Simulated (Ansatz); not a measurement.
Reaction (formal hydrolysis of a C–F bond): `CSCF` + H₂O → `CSCO` + H–F

Computed with Ansatz on PBE0-D4/def2-TZVP structures; ΔE is electronic, products minus reactants. CBS: MP2 limit from def2 TZ/QZ plus the TZ coupled-cluster correction, frozen cores. This one scheme is used for every species. One conformer a species, not always the lowest.

`CSCF`:

```xyz
9

C    -0.983    0.960    0.031
S    -0.673   -0.677    0.708
C     0.953   -0.974    0.055
F     0.957   -1.212   -1.305
H    -0.254    1.683    0.401
H    -0.971    0.937   -1.059
H    -1.977    1.259    0.366
H     1.342   -1.859    0.563
H     1.605   -0.116    0.240
```

H₂O:

Z-matrix (Å, degrees):
```
O
H 1 0.960
H 1 0.960 2 105.1
```

`CSCO`:

Cartesian coordinates in Å:
```
C 1.223 -0.530 0.773
S 0.678 -0.453 -0.940
C -0.718 0.672 -0.760
O -1.778 0.167 0.003
H 1.998 -1.294 0.833
H 1.641 0.426 1.093
H 0.394 -0.810 1.423
H -1.016 0.915 -1.786
H -0.391 1.588 -0.266
H -2.032 -0.681 -0.373
```

H–F:

Cartesian coordinates in Å:
```
F 0.389 0.245 -0.014
H -0.389 -0.245 0.014
```

```csv
species,CCSD(T)/CBS(def2) energy (Eh)
`CSCF`,-576.66859
H₂O,-76.37941
`CSCO`,-552.65440
H–F,-100.39570
```

Work out ΔE.

ΔE = (-552.65440) + (-100.39570) − (-576.66859) − (-76.37941) = -0.00210 Eh = -1.3 kcal/mol.

Largest T1 diagnostic among the species: 0.011.

From BLYP to BHLYP (50 % exact exchange), in def2-TZVPP and without D4, ΔE moves by −0.8 kcal/mol. Leaving LDA and LC-ωPBE aside and taking each functional with its dispersion term where it has one, the values, not all of them listed here, spread over 2.0 kcal/mol, from PBE-QIDH to B97M-V. LDA lies −1.4 kcal/mol from PBE without D4.
